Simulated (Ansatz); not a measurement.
# CHBSi (triplet): from Hartree-Fock to the top rungs at a displaced geometry (v2), cc-pVDZ

One table from this session's results is given with a row withheld; the runs are named, their logs left out.

The runs use Ansatz 0.2.0, Gaussian basis; cc-pVDZ, core rule «outside noble gas», up to 7 orbitals frozen.

The runs, in order: UHF; CCSD(T) on ROHF; CCSD(T) on UHF; BCCD(T) on ROHF; CISD; CCSDT(Q) on ROHF; CCSDT(Q) on UHF.

20 further runs of the same task are left out: 9 that didn't finish, 11 set aside as unsound or not needed.

## The system

The geometry is a PBE0/def2-TZVP stationary point (not a proven minimum) with its atoms shifted at random (size 0.100 Å).

4 atoms, charge 0, spin multiplicity 3.

Atoms are counted from 1 here; the program's logs count them from 0.

Bond lengths: B1–C2 1.487 Å, B1–Si3 2.005 Å, C2–Si3 1.764 Å, C2–H4 1.045 Å. Angles: C2–B1–Si3 58.4°, B1–C2–Si3 75.6°, B1–C2–H4 124.8°, Si3–C2–H4 154.8°, B1–Si3–C2 45.9°.

The first run:

File in.yaml:

```yaml
crystal:
  periodic: [false, false, false]
  atoms:
    - {symbol: B, position_ang: [0.085988, -0.893225, 0.962660]}
    - {symbol: C, position_ang: [-0.078886, 0.582215, 0.875072]}
    - {symbol: Si, position_ang: [-0.002266, 0.050049, -0.804523]}
    - {symbol: H, position_ang: [0.080843, 1.248299, 1.664677]}
basis:
  gaussian: {orbitals: cc-pVDZ}
magnetization: {spin_polarized: true, initial_magnetization: 2}
hamiltonian: {xc: hf}
output: {orbitals: {seedname: orbitals}}
```

Launch:

```bash
$ ansatz run in.yaml --threads 1 --pin off --events-out ev --progress --plain --max-ram 2393MiB
```

Steps of the session up to this table: UHF; CCSD(T) on ROHF; CCSD(T) on UHF; BCCD(T) on ROHF; CISD; CCSDT(Q) on ROHF; CCSDT(Q) on UHF.

One table of the session follows, with a row left open; its other results are not shown here.

```
   method  from UCCSDT(Q) (meV)
     ROHF               +8482.1
      UHF               +8275.0
     RMP2               +1244.9
     UMP2               +1298.0
     CISD               +1319.3
    RCCSD                +513.0
    UCCSD                +508.0
 RCCSD(T)                 +79.4
 UCCSD(T)                 +83.3
  BCCD(T)                     ?
   RCCSDT                 +42.3
   UCCSDT                 +41.0
RCCSDT(Q)                  +4.1
UCCSDT(Q)                     0
```

Q: Estimate the row for BCCD(T) from the others.

**Answer.** from UCCSDT(Q) (meV): +73.2. In the column «from UCCSDT(Q) (meV)» it lies between RCCSDT (+42.3) and RCCSD(T) (+79.4).

Limits of these values: Restricted and unrestricted rows rest on different reference determinants; where their highest levels disagree by more than a few hundredths of an eV, they describe different states and don't form one ladder.
